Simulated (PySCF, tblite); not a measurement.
# chlorine monofluoride and methylamine

A gas-phase complex of chlorine monofluoride and methylamine; neutral, singlet. The structure comes from a short search (6 tight-binding starts) and was relaxed by PBE0-D3(BJ)/def2-SVPD; another way of binding may lie lower. Frequencies by PBE0-D3(BJ)/def2-SVPD show no clear imaginary mode.

```json
{"part": "1", "name": "chlorine monofluoride", "SMILES": "FCl", "atoms": "1–2", "charge": "0", "multiplicity": "1"}
{"part": "2", "name": "methylamine", "SMILES": "CN", "atoms": "3–9", "charge": "0", "multiplicity": "1"}
```

| atom | part | x (Å) | y (Å) | z (Å) |
| --- | --- | --- | --- | --- |
| Cl1 | 1 | -0.596 | 0.077 | -0.774 |
| F2 | 1 | 0.449 | -0.413 | 0.557 |
| C3 | 2 | -2.668 | 1.870 | -1.988 |
| N4 | 2 | -1.894 | 0.704 | -2.379 |
| H5 | 2 | -3.219 | 1.638 | -1.068 |
| H6 | 2 | -1.981 | 2.696 | -1.771 |
| H7 | 2 | -3.380 | 2.187 | -2.766 |
| H8 | 2 | -1.279 | 0.880 | -3.168 |
| H9 | 2 | -2.469 | -0.106 | -2.589 |

Contacts between parts, classed by geometry: Cl1···N4 2.157 Å (short halogen bond, 179°).

Deforming the relaxed parts to their shape here costs 5.3 kcal/mol, which the interaction energies leave out.

Interaction energies are complex less parts, with the parts frozen as they stand in it; counterpoise-corrected, in kcal/mol (PySCF).

Problem. How strongly do the parts interact, level by level?

Solution. 
```
                  level  interaction  superposition error removed
wB97M-D3(BJ)/def2-TZVPD       -18.49                        -0.35
 PBE0-D3(BJ)/def2-TZVPD       -23.86                        -0.37
```

Problem. What holds them together? Decompose the wB97M-D3(BJ)/def2-TZVPD energy: frozen parts, their antisymmetrised product, then relaxation.

Solution. electrostatic -51.8, Pauli repulsion +79.8, orbital relaxation -45.1, dispersion correction -1.8 kcal/mol, which sum to the value before the counterpoise correction; the Pauli term holds the exchange-correlation of the frozen density too. Of the attraction, 52 % is electrostatic, 46 % is orbital relaxation, 2 % is dispersion correction.

The parts were also relaxed and run alone, at the levels used for the complex: shieldings by PBE0/pcSseg-2.

Values alone: F2–Cl1 bond (Å): 1.645; shielding of Cl1 (ppm): -592.0; shielding of N4 (ppm): 244.4; shielding of F2 (ppm): 660.0.

Problem. What does binding change?

Solution. 
```json
{"property": "F2–Cl1 bond (Å)", "alone": "1.645", "in the complex": "1.762", "change": "+0.116"}
{"property": "shielding of Cl1 (ppm)", "alone": "-592.0", "in the complex": "6.8", "change": "+598.8"}
{"property": "shielding of N4 (ppm)", "alone": "244.4", "in the complex": "207.4", "change": "-37.0"}
{"property": "shielding of F2 (ppm)", "alone": "660.0", "in the complex": "307.8", "change": "-352.2"}
```

Problem. What are the binding energy from relaxed parts (wB97M-D3(BJ)/def2-TZVPD), and ΔH and ΔG of association at 298.15 K and 1 atm?

Solution. -13.15 kcal/mol, -10.95 with zero-point energy; ΔH -11.5 and ΔG -1.5 kcal/mol, from harmonic vibrations by PBE0-D3(BJ)/def2-SVPD with low modes damped.

The 4 runs behind this took 5.3 min in all, one thread each of Intel Xeon 6975P-C on a shared host, launched as `OMP_NUM_THREADS=1 python cluster_run.py task.json out`.
